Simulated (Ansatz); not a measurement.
System: black phosphorus. Method: rVV10 (PAW; Ansatz, a program for electronic structure).

Numerical settings: plane-wave cutoff 500 eV, 10×8×10 k mesh (along the axes of the cell as run), Fermi–Dirac smearing 0.05 eV, scalar-relativistic PAW data made under PBE.

Computed at the level's own relaxed cell.

Question: Estimate the volume per atom, equilibrium lattice constant a, lattice parameter b and lattice parameter c that the calculation returns.

Answer: 
- volume per atom = 20.43 Å³/atom
- equilibrium lattice constant a = 3.345 Å
- lattice parameter b = 10.775 Å
- lattice parameter c = 4.533 Å

Measured, for comparison: equilibrium volume per atom 18.97 Å³/atom (temperature not stated, no zero-point or thermal correction; as tabulated in Appalakondaiah et al. (2012), arXiv:1211.3512). Computed (rounded) less measured: equilibrium volume per atom +7.7 %.

Computed values are for the static lattice.

It cost around 120 core-seconds (rough) of CPU time.
